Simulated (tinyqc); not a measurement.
Inside a calculation. Method: extended Hueckel theory, for BH3-. The parameters take no account of the charge, which enters only through the electron count, and nothing here shows that the anion is bound. One step of it, computed by the program tinyqc.

Question. Mulliken analysis. P = C n C^T; charge = valence electrons (B 3, H 1) minus the sum of (P S)_ii on the atom; overlap population = 2 sum P_ij S_ij between two atoms.

coefficients:
```
              MO1        MO2        MO3        MO4        MO5        MO6        MO7
1B 2s    0.527239   0.000122   0.000000   0.009368   0.003141   0.000000   1.424919
1B 2px  -0.000025   0.437540   0.000000  -0.000001   1.261991   0.000000  -0.003652
1B 2py   0.000000   0.000000   0.437640   0.000000   0.000000   1.261985   0.000000
1B 2pz  -0.000524   0.000001   0.000000   0.999943  -0.000036   0.000000  -0.016272
2H 1s    0.289590   0.557769   0.000000  -0.002196  -0.993251   0.000000  -0.757535
3H 1s    0.289760  -0.278722   0.482927  -0.002194   0.494063  -0.858853  -0.761888
4H 1s    0.289760  -0.278722  -0.482927  -0.002194   0.494063   0.858853  -0.761888
```

occupations: 2.000000  2.000000  2.000000  1.000000  0.000000  0.000000  0.000000

overlap S:
```
           1B 2s     1B 2px     1B 2py     1B 2pz      2H 1s      3H 1s      4H 1s
1B 2s   1.000000   0.000000   0.000000   0.000000   0.468383   0.468651   0.468651
1B 2px  0.000000   1.000000   0.000000   0.000000   0.518771  -0.259600  -0.259600
1B 2py  0.000000   0.000000   1.000000   0.000000   0.000000   0.449356  -0.449356
1B 2pz  0.000000   0.000000   0.000000   1.000000  -0.005045  -0.005049  -0.005049
2H 1s   0.468383   0.518771   0.000000  -0.005045   1.000000   0.081002   0.081002
3H 1s   0.468651  -0.259600   0.449356  -0.005049   0.081002   1.000000   0.081145
4H 1s   0.468651  -0.259600  -0.449356  -0.005049   0.081002   0.081145   1.000000
```

Give: charges; Overlap populations.

Answer.

charges: 1B -0.5110, 2H -0.1631, 3H -0.1630, 4H -0.1630

Overlap populations:

| pair | value |
|---|---|
| 2-1 | 0.792592 |
| 3-1 | 0.792855 |
| 3-2 | -0.023182 |
| 4-1 | 0.792855 |
| 4-2 | -0.023182 |
| 4-3 | -0.023230 |
